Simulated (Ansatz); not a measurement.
Rock-salt BaS, treated with r²SCAN (Ansatz, a quantum-chemistry and plane-wave program, PAW).

Run with plane-wave cutoff 600 eV, 10×10×10 k mesh, scalar-relativistic PAW data made under PBE.

Computed at the level's own relaxed cell.

Elastic tensor (GPa, Voigt notation, ions relaxed):

```
   98.3    17.6    17.6     0.0     0.0     0.0
   17.6    98.3    17.6     0.0     0.0     0.0
   17.6    17.6    98.3     0.0     0.0     0.0
    0.0     0.0     0.0    19.1     0.0     0.0
    0.0     0.0     0.0     0.0    19.1     0.0
    0.0     0.0     0.0     0.0     0.0    19.1
```

**Question.** Work out the Voigt, Reuss and Hill averages of the bulk and shear moduli, Young's modulus and Poisson's ratio from the printed constants.

**Answer.** K_V = [C11 + C22 + C33 + 2(C12 + C13 + C23)]/9 = [294.9 + 2 × 52.8]/9 = 44.5 GPa. G_V = [294.9 − 52.8 + 3 × 57.3]/15 = 27.6 GPa. From the compliances S = C⁻¹, K_R = 44.5 and G_R = 24.2 GPa. Hill means: K = 44.5, G = 25.9 GPa. E = 9KG/(3K + G) = 65 GPa, ν = (3K − 2G)/(6K + 2G) = 0.26, K/G = 1.72.
